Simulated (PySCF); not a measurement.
Static response to an electric field

CH3N.
Structure used (PBE0-D3(BJ)/def2-SVP), in Å, numbered top down from 1:
```xyz
5
CH3N angstrom
C     -0.2940    0.0596    0.2434
N      0.3827   -0.6724   -0.5341
H     -1.1749   -0.3669    0.7509
H     -0.0803    1.1217    0.4707
H      1.1665   -0.1421   -0.9309
```

The species is `C=N` (CH3N).

Level: CAM-B3LYP/def2-SVPD (PySCF), static field, nuclei fixed, core orbitals frozen in the response. The polarisability tensor in these axes (au):

```
x   22.33 -1.23 -5.27
y   -1.23 22.30  3.26
z   -5.27  3.26 21.09
```

Problem. Diagonalise the tensor; give its mean and Δα, where Δα² is half the sum of the squared differences of the eigenvalues.

Solution. Principal values 15.94, 21.21 and 28.59 au; mean 21.91 au = 3.25 Å³ = 3.61 × 10⁻⁴⁰ C²·m²/J; Δα = 11.01 au (50 % of the mean).

Problem. What is the dipole moment, and where does it point?

Solution. (0.04, 1.97, 0.69) D, 2.08 D in size, pointing from the negative to the positive side. Measured along this direction, the outermost atoms are N2 at the negative end and H4 at the positive end.

Problem. Along which axes do the principal values lie, and how far do the nuclei extend along each?

Solution. Largest value along (-0.63, 0.45, 0.64), where the nuclei span 2.43 Å; middle along (0.53, 0.85, -0.09), 1.86 Å; least along (0.58, -0.28, 0.77), 0.00 Å. The response follows the extents in order.

Problem. Orientational against electronic polarisability at 500 K (dilute gas, rigid molecules)?

Solution. In Gaussian units μ²/3kT = 20.93 Å³ against 3.25 Å³, a ratio of 6.45; the Debye molar polarisation (4π/3)N_A(α + μ²/3kT) is 61.0 cm³/mol, leaving out the vibrational part.

Problem. In TDDFT the mean static polarisability is Σ f/ω² over all singlet excitations (ω in hartree). How much of it do the 10 lowest give? Their energies (eV) and oscillator strengths: 5.14, 0.0022; 7.39, 0.0036; 8.45, 0.0768; 8.79, 0.2366; 9.03, 0.0465; 9.30, 0.0004; 9.69, 0.2256; 10.12, 0.0023; 10.58, 0.0155; 10.86, 0.0029.

Solution. They add up to 5.52 au, 25.2 % of the 21.91 au; the largest single term is 2.27 au, from the state at 8.79 eV. Terms in order: 0.06, 0.05, 0.80, 2.27, 0.42, 0.00, 1.78, 0.02, 0.10, 0.02 au. Higher excitations give the rest. The strengths listed sum to 0.612.

Problem. Refractivity n − 1 of an ideal gas of it at 350 K and 1 atm, from the electronic α?

Solution. N = p/kT = 2.0968 × 10¹⁹ cm⁻³, so n − 1 = 2π × N × 3.25 × 10⁻²⁴ cm³ = 428 × 10⁻⁶ at long wavelengths.

Geometry: PBE0-D3(BJ)/def2-SVP; no solvent, vibrations or thermal averaging.
